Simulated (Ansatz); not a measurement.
Input file:

```yaml
crystal:
  periodic: [false, false, false]
  atoms:
    - {symbol: Br, position_ang: [-2.088465, 0.234988, 0.000000]}
    - {symbol: H, position_ang: [-0.178465, 0.234988, 0.000000]}
    - {symbol: O, position_ang: [1.007535, 0.234988, 0.000000]}
    - {symbol: H, position_ang: [1.259394, -0.704963, 0.000000]}
basis:
  gaussian: {orbitals: cc-pVDZ, point_charges: [{charge: 0.50, position_ang: [3.944, -0.471, 0.433]}]}
magnetization: {spin_polarized: true, initial_magnetization: 1}
correlation: {method: ccsd, electrons: outside_noble_gas}
output: {forces: true}
```

```sh
$ ansatz run in.yaml --threads 1 --pin off --events-out ev --progress --plain --max-ram 2393MiB
```

Output:

```
532 factors; integrals over basis functions are off by at most 1.7e-3 eV
mean field evaluation 1: about -72062.4446 eV, gradient 2.5e1 eV
mean field evaluation 2: about -72062.4538 eV, gradient 2.5e1 eV
mean field evaluation 4: about -72065.2028 eV, gradient 1.7e0 eV
mean field evaluation 8: about -72065.2385 eV, gradient 1.9e-1 eV
mean field evaluation 16: about -72065.2394 eV, gradient 2.3e-6 eV
mean field evaluation 32: about -72065.2394 eV, gradient 5.1e-4 eV
mean field evaluation 64: about -72065.2216 eV, gradient 1.5e0 eV
mean field evaluation 96: about -72065.0678 eV, gradient 8.4e-3 eV
mean field evaluation 128: about -72063.7897 eV, gradient 1.7e0 eV
mean field evaluation 160: about -72065.2392 eV, gradient 8.3e-3 eV
...
cycle   3  -8.97607294 eV  change   -1.7e-9 eV  update   1.7e-8
cycle   4  -8.97607294 eV  change  -7.9e-11 eV  update   1.6e-8
cycle   5  -8.97607294 eV  change   7.5e-10 eV  update   1.6e-8
cycle   6  -8.97607294 eV  change    1.3e-9 eV  update   1.6e-8
cycle   7  -8.97607294 eV  change    1.5e-9 eV  update   1.5e-8
cycle   8  -8.97607294 eV  change    1.8e-9 eV  update   1.5e-8
cycle   9  -8.97607294 eV  change   -1.6e-9 eV  update   1.4e-8
cycle  10  -8.97607294 eV  change   -2.0e-9 eV  update   1.2e-8
cycle  11  -8.97607294 eV  change  -3.0e-10 eV  update   9.5e-9
cycle  12  -8.97607294 eV  change  -1.6e-10 eV  update   8.6e-9
the calculation of the forces begins
Total energy: -72074.21547423 eV, -2648.6785650201 hartree
Atom 0 at    -2.088465     0.234988     0.000000 Å, force    -1.169046     0.020169    -0.004361 eV/Å
Atom 1 at    -0.178465     0.234988     0.000000 Å, force     6.060932    -0.331921     0.005342 eV/Å
Atom 2 at     1.007535     0.234988     0.000000 Å, force    -4.063289     0.066411     0.064364 eV/Å
Atom 3 at     1.259394    -0.704963     0.000000 Å, force    -0.732897     0.109960    -0.053371 eV/Å
Dipole moment:    -0.648677    -0.275887    -0.004454 e Å
```

Forces (eV/Å):
```
Br  -1.169  0.020 -0.004
H    6.061 -0.332  0.005
O   -4.063  0.066  0.064
H   -0.733  0.110 -0.053
```

Ran on 1 thread of Arm Neoverse V1, shared host: 24 s wall, 0.17 GiB peak host memory.
